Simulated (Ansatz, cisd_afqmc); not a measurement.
Species: AlF2, charge 0, doublet. AlF2 (SMILES [F][Al][F], doublet).
B3LYP-D3(BJ)/def2-TZVP minimum from Ansatz (a quantum-chemistry and plane-wave program):
```
Al
F 1 1.6531
F 1 1.6531 2 119.88
```
Charge 0, spin multiplicity 2.

Total energies in cc-pV(T+d)Z, 17 correlated electrons, 7 frozen orbitals. UHF or UKS for unpaired electrons; spin-orbit terms are left out. Correlated methods leave the cores frozen. No relativity. AFQMC/CISD: phaseless, guided by CISD from CCSD amplitudes; bars are statistical, one sigma. Outlying blocks are dropped, and bars are widened where a walk drifts. Over all cases where full CI ran beside it in this data, AFQMC minus full CI had a median of +0.1 mEh and passed +0.4 mEh in a tenth of the cases.

```
method         program         energy (Eh)  minus AFQMC/CISD (mEh)
----------  ----------  ------------------  ----------------------
HF              Ansatz          -441.01068             575.9 ± 0.4
MP2             Ansatz          -441.57174              14.8 ± 0.4
CCSD            Ansatz          -441.57001              16.5 ± 0.4
CCSD(T)         Ansatz          -441.58633               0.2 ± 0.4
AFQMC/CISD  cisd_afqmc  -441.5866 ± 0.0004                     0.0
```
